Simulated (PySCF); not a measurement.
# Cl₂: from constants to spectrum

RHF-CCSD(T) constants of Cl₂, ¹Σg⁺ (singlet), closed shell (Cl 3-21G; no relativity (PySCF 2.14); masses 34.9689 and 34.9689 u):

* ωe: 397.8 cm⁻¹
* ωexe: 2.82 cm⁻¹
* Be: 0.18291 cm⁻¹
* αe: 0.00130 cm⁻¹
* De to Cl + Cl: 1.15 eV

What force constant and bond length do these constants imply?

Reduced mass μred = 17.484 u; k = 5.8918×10⁻⁷·μred·ωe² (u, cm⁻¹, mdyn/Å) = 1.63 mdyn/Å; Re = √(16.8576/(μred·Be)) (u, cm⁻¹, Å) = 2.296 Å.

Estimate the centrifugal constant D from the Kratzer relation and find the Dunham coefficient a1.

D = 4Be³/ωe² = 1.55e-07 cm⁻¹; a1 = −1 − αeωe/(6Be²) = -3.58.

Measured values (Huber and Herzberg, Constants of Diatomic Molecules (1979)): ωe = 559.72 cm⁻¹, ωexe = 2.675 cm⁻¹, Be = 0.24399 cm⁻¹, αe = 0.00149 cm⁻¹.

Correlated steps freeze 10 core orbitals. Where the molecule has an RHF reference, its open-shell atoms are computed with UHF. 3-21G is very small, so such numbers show the basis as much as the molecule.
